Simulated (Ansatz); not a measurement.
# SiHCl (triplet): wave-function methods side by side at distance Cl1–H2 along a hydrogen transfer = 1.189 Å, 6-31G

Aim: climb from Hartree-Fock through coupled cluster and multireference methods for SiHCl (triplet) at one geometry and basis, and see what each rung misses.

Method: 6-31G, core rule «outside noble gas», up to 10 orbitals frozen; program: Ansatz 0.2.0, Gaussian basis.

The runs, in order: UHF; CCSD(T) on ROHF; CCSD(T) on UHF; BCCD(T) on ROHF; CISD; CCSDT(Q) on ROHF; CCSDT(Q) on UHF; CCSDTQ on ROHF; CCSDTQ on UHF; CASSCF and MRCISD+Q, 4 electrons in 4 orbitals; CASSCF and NEVPT2, 4 electrons in 4 orbitals; CASSCF and MRCISD+Q, 12 electrons in 9 orbitals; CASSCF and MRCISD+Q(relaxed), 12 electrons in 9 orbitals; CASSCF and NEVPT2, 12 electrons in 9 orbitals; Full CI.

1 further run of the same task is left out (it didn't finish).

### Step 1. The geometry

The geometry derives from fragments relaxed apart (PBE0/def2-TZVP) and kept rigid, so it is no stationary point. A hydrogen atom is moved between rigid fragments.

3 atoms, charge 0, spin multiplicity 3.

Atoms are counted from 1 here; the program's logs count them from 0.

Bond lengths: Cl1–H2 1.189 Å.

Geometry (Å):

```xyz
3

Cl    0.00000    0.00000   -1.43367
H     0.00000    0.00000   -0.24467
Si    0.00000    0.00000    1.67833
```

### Step 2. UHF

in.yaml

```yaml
crystal:
  periodic: [false, false, false]
  atoms:
    - {symbol: Cl, position_ang: [0.000000, 0.000000, -1.433667]}
    - {symbol: H, position_ang: [0.000000, 0.000000, -0.244667]}
    - {symbol: Si, position_ang: [0.000000, 0.000000, 1.678333]}
basis:
  gaussian: {orbitals: 6-31G}
magnetization: {spin_polarized: true, initial_magnetization: 2}
hamiltonian: {xc: hf}
output: {orbitals: {seedname: orbitals}}
```

The run is started by

```console
> ansatz run in.yaml --threads 1 --pin off --events-out ev --progress --plain --max-ram 2816MiB --backend cpu
```

Further steps of the session: CCSD(T) on ROHF; CCSD(T) on UHF; BCCD(T) on ROHF; CISD; CCSDT(Q) on ROHF; CCSDT(Q) on UHF; CCSDTQ on ROHF; CCSDTQ on UHF; CASSCF and MRCISD+Q, 4 electrons in 4 orbitals; CASSCF and NEVPT2, 4 electrons in 4 orbitals; CASSCF and MRCISD+Q, 12 electrons in 9 orbitals; CASSCF and MRCISD+Q(relaxed), 12 electrons in 9 orbitals; CASSCF and NEVPT2, 12 electrons in 9 orbitals; Full CI.

Before running them: what should the planned runs give, taken together? Wanted: FCI below the RHF energy; RMP2 from FCI; UMP2 from FCI; RCCSD from FCI; RCCSD(T) from FCI; UCCSD(T) from FCI; RCCSDT(Q) from FCI; UCCSDT(Q) from FCI; NEVPT2 pair from FCI.

**Answer**, as computed:

| quantity | value |
| --- | --- |
| FCI below the RHF energy | -2.3108 eV |
| RMP2 from FCI | +521.8 meV |
| UMP2 from FCI | +513.9 meV |
| RCCSD from FCI | +31.2 meV |
| RCCSD(T) from FCI | +6.8 meV |
| UCCSD(T) from FCI | +6.6 meV |
| RCCSDT(Q) from FCI | +0.2 meV |
| UCCSDT(Q) from FCI | 0.0 meV |
| NEVPT2 pair from FCI | +485.8 meV |
| MRCISD+Q pair from FCI | +4.2 meV |
| NEVPT2 valence from FCI | +397.2 meV |
| levels within 1 kcal/mol (43 meV) | RCCSD, UCCSD, RCCSD(T), UCCSD(T), BCCD(T), RCCSDT, UCCSDT, RCCSDT(Q), UCCSDT(Q), RCCSDTQ, UCCSDTQ, MRCISD+Q pair, MRCISD+Q valence, MRCISD+Q(relaxed) valence |
| T1 diagnostic | 0.013 |
| effectively unpaired electrons | 2.03 |

**Reading.** RCCSD(T) lands +6.8 meV from the yardstick (0.3 % of the correlation energy). One determinant dominates. Of the multireference levels listed MRCISD+Q pair comes nearest in total energy (+4.2 meV), which doesn't show that its space is the better one. These misses are within one basis, not against nature; the frozen cores of restricted and unrestricted runs differ, which can shift their rows.
